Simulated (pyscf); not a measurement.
This saddle point was located with ωB97X-D3(BJ)/def2-SVP in PySCF.

```
Ge
H 1 1.5384
H 2 1.3064 1 75.52
Cl 1 2.1475 2 117.70 3 67.16
Cl 1 2.1475 2 117.71 3 -67.16
```

Surface: singlet, charge 0. Lowest wavenumbers (cm⁻¹): 1550i, 149, 430, 457, 509.

Task: Name the species on either side of this saddle.

Result: Cl–GeH₂–Cl ⇌ Cl–Ge:–Cl [singlet] + H₂, a 1,1-elimination read from left to right: Ge–H, Ge–H broken and H–H formed. At ωB97M-D3(BJ)/def2-TZVP it lies +3.00 eV from the left side and +2.42 eV from the right (each side as separated species at their lowest minima found). The same reactants have a lower exit, to HCl + Cl–GeH: [singlet] (barrier +2.45 eV at ωB97M-D3(BJ)/def2-TZVP, against +3.00 eV here). One saddle was located; it need not be the lowest between these sides. Elements up to Kr have no core potential and no relativistic terms here.
